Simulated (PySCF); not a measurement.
## SN(OH)₂: from structure and modes to constants

Level of theory: UPBE0 in PySCF with S def2-TZVP, N def2-TZVP, O def2-TZVP, H def2-TZVP; no relativity; density-fitted integrals.

The doublet minimum has C1 symmetry. Masses (u): S 31.97207, N 14.00307, O 15.99492, H 1.00782.

```xyz
6
charge 0 multiplicity 2, angstrom
S     0.2065    0.0020   -0.3434
N     1.5201    0.0056    0.3737
O    -0.8242    1.1408    0.2823
O    -0.8281   -1.2007   -0.0095
H    -0.2722    1.9044    0.5006
H    -1.1692   -1.0977    0.8921
```

Harmonic wavenumbers (cm⁻¹): 208.5 (a, ×1), 280.4 (a, ×1), 351.5 (a, ×1), 385.3 (a, ×1), 462.3 (a, ×1), 723.4 (a, ×1), 760.7 (a, ×1), 1090.7 (a, ×1), 1114.7 (a, ×1), 1185.8 (a, ×1), 3759.3 (a, ×1), 3803.8 (a, ×1).

(1) Find the principal moments of inertia and the rotational constants. What kind of rotor is it?

(2) What is the harmonic zero-point energy?

(3) Find the vibrational entropy and heat capacity at 298.15 K.

(4) Give the standard entropy (298.15 K, 1 bar) by its translational, rotational, vibrational and spin parts, and Cp.

## Answers

(1) About the centre of mass I = 56.36, 64.815, 106.44 u Å². With B = 16.8576/I this gives 0.2991, 0.2601, 0.1584 cm⁻¹. The molecule is an asymmetric top with κ = 0.45.

(2) Half the sum of all 12 wavenumbers, 14126/2 = 7063 cm⁻¹, which is 84.5 kJ/mol (1 cm⁻¹ = 0.0119627 kJ/mol).

(3) With u = 1.43878 ω/T, each mode gives S = R[u/(eᵘ−1) − ln(1−e⁻ᵘ)] and C = R u² eᵘ/(eᵘ−1)².
```tsv
ω (cm⁻¹)	u	S (J/(mol K))	C (J/(mol K))
208.5	1.006	8.61	7.65
280.4	1.353	6.41	7.15
351.5	1.696	4.85	6.58
385.3	1.859	4.26	6.28
462.3	2.231	3.18	5.58
723.4	3.491	1.17	3.28
760.7	3.671	1.01	3.00
1090.7	5.263	0.27	1.21
1114.7	5.379	0.25	1.12
1185.8	5.722	0.18	0.90
3759.3	18.141	0.00	0.00
3803.8	18.356	0.00	0.00
```
The sums over all modes are S = 30.2 and C = 42.8 J/(mol K); the softest mode gives 29 % of the entropy.

(4) Sackur–Tetrode with M = 79.98 u gives 163.5; rotation with symmetry number 1 gives 102.0; vibration 30.2; spin R ln 2 = 5.8. The total is 301.5 J/(mol K), and Cp = 4 R + 42.8 = 76.0 J/(mol K).

This need not be the most stable arrangement of these atoms.
